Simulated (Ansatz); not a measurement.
SrSi3: from a trial structure to a relaxed crystal

These are results of Ansatz 0.2.0, DFT PBE, scalar-relativistic, plane waves, PAW, not measurements. Cutoff 420 eV, Γ-centred k mesh, Gaussian smearing, no spin polarisation in the final step.

The start puts SrSi3 on the Ni3Sn (D0_19) structure type (P6_3/mmc, No. 194), with Sr in place of Sn, Si in place of Ni, at a guessed volume.

```
Sr Si
1.0
     6.08647    0.00000    0.00000
    -3.04324    5.27104    0.00000
     0.00000    0.00000    4.88533
Sr Si
2 6
Direct
  0.33333 0.66667 0.25000
  0.66667 0.33333 0.75000
  0.83300 0.66600 0.25000
  0.16700 0.83300 0.75000
  0.33400 0.16700 0.25000
  0.16700 0.33400 0.75000
  0.83300 0.16700 0.25000
  0.66600 0.83300 0.75000
```

Cell and atoms relax at zero pressure; the relaxation can't lower the symmetry of the start. After a coarse first stage the cell is made exact in the group found at 0.06 Å.

The zero of energy is the elements' standard structures at the same level; no fitted shifts are applied.

(1) What does it relax into?

(2) What are its volume, energy, density and gap?

## Answers

(1) It keeps P6_3/mmc (No. 194). The result has the Ni3Sn (D0_19) structure. Conventional cell: a = 6.524 Å, c = 4.656 Å. Sr has 12 Si at 3.29–3.30 Å; Si is coordinated by 2 Si at 2.47 Å and 4 Si at 2.73 Å.

```xyz
8
Lattice="6.5239 0.0000 0.0000 -3.2620 5.6499 0.0000 0.0000 0.0000 4.6558" Properties=species:S:1:pos:R:3 pbc="T T T"
Sr    0.0000    3.7666    1.1639
Sr    3.2620    1.8833    3.4918
Si    3.2620    4.2221    1.1639
Si   -2.0255    4.9360    3.4918
Si    1.2365    0.7139    1.1639
Si    0.0000    1.4277    3.4918
Si    5.2875    0.7139    1.1639
Si    2.0255    4.9360    3.4918
```

(2) The volume per atom is 21.45 Å³, the density is 3.33 g/cm³ and the energy over the elements is -0.17 eV/atom. The gap on the 6×6×8 mesh is 0 eV (a metal).

The final run used a 6×6×8 mesh on its 8-atom cell and 0.10 eV smearing. The k mesh leaves about 4 meV/atom of noise in metals. Symmetry constrained the relaxation, so the result can be a saddle point.

Cost: 3 runs of about 2 core-minutes in all, on Arm Neoverse V1 (shared hosts).